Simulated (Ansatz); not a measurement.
`[CH3][Mg][Cl]` → C• + Cl• + 3 H• + Mg (atom)  (atomization)

Isolated molecules relaxed with PBE0-D4/def2-TZVP in Ansatz; ΔE leaves out vibrations. CCSD(T)/CBS adds triple-zeta CCSD(T) − MP2 to the extrapolated MP2 energy (def2 sets, frozen cores). This one scheme is used for every species, atoms too. DFT in def2-TZVPP. B3LYP here is the variant with VWN-RPA as its local correlation; programs differ in this. No spin–orbit coupling; open shells (•) take unrestricted orbitals. Spin–orbit coupling would lower the free atoms: a little for C, Cl. For Mg outer-core shells are correlated without core-valence functions, so the limit isn't a true one: a few kJ/mol of doubt a bond, and 10 to 20 or more in all where bonds break to atoms.

(1) What is ΔE at CCSD(T)/CBS? (An estimate is asked.)

(2) What do these levels give: BLYP-D4, r2SCANh-D4, PBE, B3LYP, BHLYP, LC-ωPBE, HF/def2-SVP, CCSD/def2-SVP, CCSD/def2-TZVPP, HF/def2-QZVPP, MP2/def2-QZVPP, CCSD(T)/def2-QZVPP? (Estimate.)

Largest T1 diagnostic among the species: 0.009.

Answers

(1) Ansatz gave: +453.6 kcal/mol.

(2) The calculation gave: BLYP-D4 443.7, r2SCANh-D4 452.7, PBE 451.5, B3LYP 444.4, BHLYP 436.5, LC-ωPBE 450.1, HF/def2-SVP 348.6, CCSD/def2-SVP 422.2, CCSD/def2-TZVPP 432.9, HF/def2-QZVPP 345.9, MP2/def2-QZVPP 454.9, CCSD(T)/def2-QZVPP 448.0 kcal/mol.

The D4 term adds +2.7 kcal/mol with B3LYP and +1.4 kcal/mol with PBE0; it sums over pairs of atoms, weighted by their polarisabilities, and B3LYP, whose exchange is more repulsive, gets the larger term. From PBE to PBE0 (25 % exact exchange), in def2-TZVPP and without D4, ΔE moves by −3.5 kcal/mol: exact exchange takes away binding that semilocal exchange gives to molecules. At CCSD(T), def2-SVP lies −27.8 kcal/mol from the extrapolated value and def2-TZVPP −15.4 kcal/mol: correlation converges slowly with the basis, and small sets miss more of it in the bonded molecule than in its fragments.

For atomizations the MP2-based limit and the directly extrapolated one differ by several kJ/mol either way, and by 10 to 25 for some Ge, Se and Sn compounds, so smaller differences from it don't rank the levels.
